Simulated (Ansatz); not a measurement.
# BPH₃ (quartet): wave-function methods side by side, cc-pVDZ

Aim: climb from Hartree-Fock through coupled cluster for BPH₃ (quartet) at one geometry and basis, and see what each rung misses.

Computed with Ansatz 0.2.0, Gaussian basis. Level: cc-pVDZ, core rule «outside noble gas», up to 6 orbitals frozen.

To be run: UHF; CCSD(T) on ROHF; CCSD(T) on UHF; BCCD(T) on ROHF; CISD; CCSDT(Q) on ROHF; CCSDT(Q) on UHF.

17 further runs of the same task are left out: 10 that didn't finish, 7 set aside as unsound or not needed.

### Step 1. The system

The geometry is a PBE0/def2-TZVP stationary point (not a proven minimum) of the parent state, kept for this charge and spin.

5 atoms, charge 0, spin multiplicity 4.

Atoms are counted from 1 here; the program's logs count them from 0.

Bond lengths: B1–P2 1.817 Å, B1–H3 1.187 Å, P2–H4 1.416 Å, P2–H5 1.410 Å. Angles: P2–B1–H3 136.1°, B1–P2–H4 108.9°, B1–P2–H5 105.9°, H4–P2–H5 100.2°.

### Step 2. UHF

Input file in.yaml:

```yaml
crystal:
  periodic: [false, false, false]
  atoms:
    - {symbol: B, position_ang: [0.099987, 0.159970, 1.324829]}
    - {symbol: P, position_ang: [-0.079971, -0.033477, -0.473099]}
    - {symbol: H, position_ang: [0.033993, -0.552065, 2.271946]}
    - {symbol: H, position_ang: [0.685590, -1.148850, -0.892407]}
    - {symbol: H, position_ang: [0.665456, 1.013847, -1.051220]}
basis:
  gaussian: {orbitals: cc-pVDZ}
magnetization: {spin_polarized: true, initial_magnetization: 3}
hamiltonian: {xc: hf}
output: {orbitals: {seedname: orbitals}}
```

Run with:

```console
$ ansatz run in.yaml --threads 1 --pin off --events-out ev --progress --plain --max-ram 2393MiB
```

Further steps of the session: CCSD(T) on ROHF; CCSD(T) on UHF; BCCD(T) on ROHF; CISD; CCSDT(Q) on ROHF; CCSDT(Q) on UHF.

Before running them: what should the planned runs give, taken together? Wanted: UCCSDT(Q) below the RHF energy; RMP2 from UCCSDT(Q); UMP2 from UCCSDT(Q); RCCSD from UCCSDT(Q); RCCSD(T) from UCCSDT(Q); UCCSD(T) from UCCSDT(Q); RCCSDT(Q) from UCCSDT(Q); T1 diagnostic.

As calculated:

| quantity | value |
| --- | --- |
| UCCSDT(Q) below the RHF energy | -5.9005 eV |
| RMP2 from UCCSDT(Q) | +1213.6 meV |
| UMP2 from UCCSDT(Q) | +1212.1 meV |
| RCCSD from UCCSDT(Q) | +190.8 meV |
| RCCSD(T) from UCCSDT(Q) | +40.2 meV |
| UCCSD(T) from UCCSDT(Q) | +39.9 meV |
| RCCSDT(Q) from UCCSDT(Q) | +1.1 meV |
| levels within 1 kcal/mol (43 meV) | RCCSD(T), UCCSD(T), BCCD(T), RCCSDT, UCCSDT, RCCSDT(Q) |
| T1 diagnostic | 0.024 |

What this shows: RCCSD(T) lands +40.2 meV from the yardstick (0.7 % of the correlation energy). These misses are within one basis, not against nature; the frozen cores of restricted and unrestricted runs differ, which can shift their rows.
